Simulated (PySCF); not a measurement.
**Simulated absorption spectrum**

C4H5OP.
SMILES: `C=CCP=C=O`

Computed, not measured: PySCF 2.14.0, density-fitted response routines, TDDFT CAM-B3LYP/def2-SVPD, vertical, gas phase, core orbitals frozen in the response. Geometry: GFN2-xTB, one conformer, isolated molecule. Torsions of this conformer, `[CH2:1]=[CH:2][CH2:3][P:4]=[C:5]=[O:6]`: C1–C2–C3–P4 -103°, C2–C3–P4–C5 -60°.

Each state is given a Gaussian of 0.3 eV full width at half maximum, with ε(max) = 2.175×10⁸ f / Δν̃ (Δν̃ the width in cm⁻¹). The width is an assumption, not a result. The curve ends short of the highest state used, and states not computed would add to its high-energy end.

| E (eV) | ε (L mol⁻¹ cm⁻¹) |
| --- | --- |
| 2.24 | 0 |
| 2.38 | 2 |
| 2.52 | 13 |
| 2.66 | 32 |
| 2.80 | 24 |
| 2.94 | 5 |
| 3.08 | 0 |
| 3.22 | 0 |
| 3.37 | 0 |
| 3.51 | 0 |
| 3.65 | 0 |
| 3.79 | 0 |
| 3.93 | 0 |
| 4.07 | 0 |
| 4.21 | 0 |
| 4.35 | 15 |
| 4.49 | 216 |
| 4.63 | 948 |
| 4.77 | 1243 |
| 4.91 | 488 |
| 5.05 | 57 |
| 5.19 | 14 |
| 5.33 | 254 |
| 5.47 | 1923 |
| 5.61 | 6987 |
| 5.75 | 14785 |
| 5.89 | 13117 |
| 6.03 | 4308 |
| 6.17 | 1417 |
| 6.31 | 821 |

**Question.** Where are the band maxima, and which computed states make them?

**Answer.** 460 nm (2.69 eV), ε about 33, made up of S1 (100%); 262 nm (4.73 eV), ε about 1300, made up of S2 (100%); 214 nm (5.80 eV), ε about 16000, made up of S4 (94%) (ε in L mol⁻¹ cm⁻¹; maxima over ε = 5, shares over 10%). The states used: S1 2.69 eV (f 0.0004); S2 4.73 eV (f 0.014); S3 5.61 eV (f 0.033); S4 5.82 eV (f 0.167); S5 6.14 eV (f 0.0091); S6 6.29 eV (f 0.0052); S7 6.78 eV (f 0.021); S8 6.91 eV (f 0.447).

**Question.** What would ε be at 5.80 eV, the highest of these maxima, with half the width (0.15 eV)?

**Answer.** About 29100 L mol⁻¹ cm⁻¹ against 15900, a factor of about 1.8; a lone state at its own centre would give exactly 2.

**Question.** Coming from long wavelengths, where does ε first pass 100 L mol⁻¹ cm⁻¹?

**Answer.** At about 279 nm (4.44 eV), 1.75 eV above S1.

**Question.** On this curve, what absorbance would a 10⁻³ mol/L sample give at 266 nm over a 1 cm path?

**Answer.** 266 nm is 4.661 eV, where ε is about 1100 L mol⁻¹ cm⁻¹, so A = ε c l ≈ 1.1 (Beer–Lambert, with the gas-phase spectrum and the assumed width).
